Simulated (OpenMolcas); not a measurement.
## OpenMolcas input wanted

[BCl2]+: 3 atoms, total charge +1, spin state singlet. SMILES of the parent species: `Cl[B]Cl`. The coordinates come from a PBE0-D4/def2-TZVP relaxation. That shape belongs to the parent species and isn't relaxed for this state.

| atom | x (Å) | y (Å) | z (Å) |
| --- | --- | --- | --- |
| Cl | 0.3715 | -1.5256 | 0.0300 |
| B | -0.4639 | -0.0503 | -0.2569 |
| Cl | 0.0815 | 1.5111 | 0.2137 |

Settings wanted:

```json
{
 "method": "DFT",
 "reference": "RKS",
 "relativity": "none",
 "basis set": "STO-3G",
 "task": "energy",
 "functional": "SVWN5",
 "dispersion": "none",
 "nucleus": "point",
 "integration grid": "UltraFine",
 "SCF convergence threshold": "1e-10"
}
```

Q: Write the OpenMolcas 26.06 input and the command.

A: One that was run (others would do as well):

mol.inp:
```
&gateway
baslib = $CurrDir
coord
3
angstrom
Cl       0.371500      -1.525600       0.030000
B       -0.463900      -0.050300      -0.256900
Cl       0.081500       1.511100       0.213700
basis = STO-3G
group = NoSym
&seward
gridinput
Grid=UltraFine
End of Grid
&scf
charge = 1
ksdft = SVWN5
thresholds = 1e-10 1e-07 1e-07 1e-05
prorbitals = 1 1
```

```bash
$ export MOLCAS_MEM=1860
$ pymolcas mol.inp > mol.log
```

(Basis files named in the input come from the Basis Set Exchange and aren't shown.)

Calculated total energy: -931.29522 Eh.
